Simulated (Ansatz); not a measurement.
Born–Oppenheimer molecular dynamics of H$_{5}$NSi (7 atoms, charge 0, multiplicity 1). It starts from a relaxed structure.

All numbers below come from RKS B3LYP-D4/def2-SVP (Ansatz).

```json
{
  "ensemble": "NVE (velocity Verlet)",
  "time step": "0.5 fs",
  "steps asked": "500",
  "starting velocities drawn for": "1000 K",
  "seed": "906963"
}
```

First frame:

```xyz
7
Properties=species:S:1:pos:R:3
Si 0.004 -0.007 0.060
N 0.083 -0.159 1.788
H -0.773 -0.320 2.311
H 0.704 0.450 2.313
H 1.399 -0.036 -0.468
H -0.642 1.237 -0.476
H -0.774 -1.166 -0.468
```

(1) How far do the bonds stretch over the last three quarters of this one trajectory? (Pairs bonded in most of those frames.)

## Answers

(1) 
```tsv
bond	mean (Å)	spread (Å)	shortest	longest
Si1–N2	1.754	0.060	1.64	1.87
Si1–H5	1.506	0.063	1.41	1.60
Si1–H6	1.497	0.008	1.48	1.52
Si1–H7	1.504	0.052	1.42	1.58
N2–H3	1.027	0.033	0.97	1.09
N2–H4	1.024	0.027	0.97	1.07
```

Mean temperature of the second half: 539 K. The conserved energy stayed within 0.6 meV per atom of its start (net change 0.23 meV per atom), so the integration is sound. The temperature averaged 0.54 of the 1000 K drawn at the start: a run that starts near a minimum puts about half its kinetic energy into the potential. A run of 0.25 ps of so small a system gives no equilibrium averages.

The run took 9.4 min on 1 thread of Arm Neoverse V1 (shared host), peak memory 0.1 GiB.
